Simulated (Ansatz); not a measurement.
# AlP (triplet): wave-function methods side by side at distance Al1–P2 = 3.060 Å, 6-31G

Aim: climb from Hartree-Fock through coupled cluster and multireference methods for AlP (triplet) at one geometry and basis, and see what each rung misses.

The runs use Ansatz 0.2.0, Gaussian basis; 6-31G, core rule «outside noble gas», up to 10 orbitals frozen.

To be run: UHF; CCSD(T) on ROHF; CCSD(T) on UHF; BCCD(T) on ROHF; CISD; CCSDT(Q) on ROHF; CCSDT(Q) on UHF; CISDTQ; CCSDTQ on ROHF; CCSDTQ on UHF; CASSCF and MRCISD+Q, 4 electrons in 4 orbitals; CASSCF and NEVPT2, 4 electrons in 4 orbitals; CASSCF and MRCISD+Q, 8 electrons in 8 orbitals; CASSCF and NEVPT2, 8 electrons in 8 orbitals; Full CI.

19 further runs of the same task are left out: 1 for a known fault of the program, 11 that didn't finish, 7 set aside as unsound or not needed.

## (1) The system

The geometry derives from a PBE0/def2-TZVP stationary point (not a proven minimum). One bond is set to the value named and the two fragments are kept rigid.

2 atoms, charge 0, spin multiplicity 3.

Atoms are counted from 1 here; the program's logs count them from 0.

No contacts short enough for the rule that draws bonds.

## (2) UHF

Input file in.yaml:

```yaml
crystal:
  periodic: [false, false, false]
  atoms:
    - {symbol: Al, position_ang: [0.000000, 0.000000, 0.000000]}
    - {symbol: P, position_ang: [0.000000, 0.000000, 3.060000]}
basis:
  gaussian: {orbitals: 6-31G}
magnetization: {spin_polarized: true, initial_magnetization: 2}
hamiltonian: {xc: hf}
output: {orbitals: {seedname: orbitals}}
```

Command:

```
$ ansatz run in.yaml --threads 1 --pin off --events-out ev --progress --plain --max-ram 2393MiB
```

After this run come: CCSD(T) on ROHF; CCSD(T) on UHF; BCCD(T) on ROHF; CISD; CCSDT(Q) on ROHF; CCSDT(Q) on UHF; CISDTQ; CCSDTQ on ROHF; CCSDTQ on UHF; CASSCF and MRCISD+Q, 4 electrons in 4 orbitals; CASSCF and NEVPT2, 4 electrons in 4 orbitals; CASSCF and MRCISD+Q, 8 electrons in 8 orbitals; CASSCF and NEVPT2, 8 electrons in 8 orbitals; Full CI.

**Question.** What will the summary of the whole plan be? Wanted: FCI below the RHF energy; RMP2 from FCI; UMP2 from FCI; RCCSD from FCI; RCCSD(T) from FCI; UCCSD(T) from FCI; RCCSDT(Q) from FCI; UCCSDT(Q) from FCI; NEVPT2 pair from FCI.

The runs gave:

| quantity | value |
| --- | --- |
| FCI below the RHF energy | -2.1732 eV |
| RMP2 from FCI | +17.49 kcal/mol |
| UMP2 from FCI | +18.48 kcal/mol |
| RCCSD from FCI | +1.56 kcal/mol |
| RCCSD(T) from FCI | +0.53 kcal/mol |
| UCCSD(T) from FCI | +0.53 kcal/mol |
| RCCSDT(Q) from FCI | +0.02 kcal/mol |
| UCCSDT(Q) from FCI | 0.00 kcal/mol |
| NEVPT2 pair from FCI | +12.96 kcal/mol |
| MRCISD+Q pair from FCI | -0.35 kcal/mol |
| NEVPT2 valence from FCI | +5.66 kcal/mol |
| levels within 1 kcal/mol (43 meV) | RCCSD(T), UCCSD(T), BCCD(T), RCCSDT, UCCSDT, CISDTQ, RCCSDT(Q), UCCSDT(Q), RCCSDTQ, UCCSDTQ, MRCISD+Q pair, MRCISD valence, MRCISD+Q valence |
| T1 diagnostic | 0.041 |
| effectively unpaired electrons | 2.16 |

What this shows: RCCSD(T) misses by +0.53 kcal/mol, 1.1 % of the correlation energy. MRCISD+Q pair falls below full CI: the +Q correction isn't variational, and the cores differ from full CI's. The occupations are near whole numbers, but T1 = 0.041 shows that the orbitals relax strongly. Of the multireference levels listed MRCISD+Q valence comes nearest in total energy (+0.14 kcal/mol), which doesn't show that its space is the better one. These misses are within one basis, not against nature; the frozen cores of restricted and unrestricted runs differ, which can shift their rows.
